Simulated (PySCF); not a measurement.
**Boron: a sound run and one with changed settings**

Sound run: B [He] 2s2 2p1, B+ [He] 2s2. All numbers are calculated (PySCF 2.14, no relativity, point nucleus, in 6-31G* (3s2p1d, 14 functions)). The sound run starts from symmetry-adapted Hartree-Fock orbitals and uses a fine grid where one is needed.

A second run was set up differently.

```
species  method  sound run (hartree)  changed run (hartree)  converged
      B     UHF            -24.52197              -24.52197        yes
      B    MN15            -24.61209              -24.61234        yes
      B   M06-L            -24.64401              -24.59730        yes
     B+     UHF            -24.23404              -24.23404        yes
     B+    MN15            -24.32084              -24.29880        yes
     B+   M06-L            -24.33056              -24.32109        yes
```

Ionisation energy of B:

```
method  sound run (eV)  changed run (eV)
   UHF           7.835             7.835
  MN15           7.925             8.532
 M06-L           8.529             7.516
```

Question: What was changed?
A. basis contracted for another Hamiltonian
B. all electrons correlated in a valence basis
C. radial grid too coarse
D. too few SCF iterations

Answer: C. It used radial step 0.8 in ln r (0.13 in the sound run). A coarse radial grid mis-integrates the density and the exchange-correlation energy, with errors of either sign; Hartree-Fock needs no grid.
